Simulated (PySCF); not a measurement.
B3LYP has the VWN-RPA correlation part, as in Gaussian. Delta-SCF ions had no search for a lower state. 

Cartesian coordinates (Å):
SMILES: CCS
```xyz
9

C     -0.8722     0.4157     0.0604
C      0.1986    -0.6448    -0.1417
S      1.7902    -0.2665     0.6774
H     -0.5695     1.3665    -0.3818
H     -1.0596     0.5836     1.1211
H     -1.8082     0.1079    -0.4134
H     -0.1068    -1.5940     0.3009
H      0.3821    -0.8282    -1.2002
H      2.0612     0.8540    -0.0130
```
Charge 0, spin multiplicity 1.

### Question
Predict the vertical ionisation energy (Delta-SCF), S1 oscillator strength and HOMO from B3LYP-D3(BJ)/def2-TZVP in PySCF.

### Answer

| Quantity | Result |
|---|---|
| vertical ionisation energy (Delta-SCF) | 9.21 eV |
| S1 oscillator strength | 0.002 |
| HOMO | -6.52 eV |
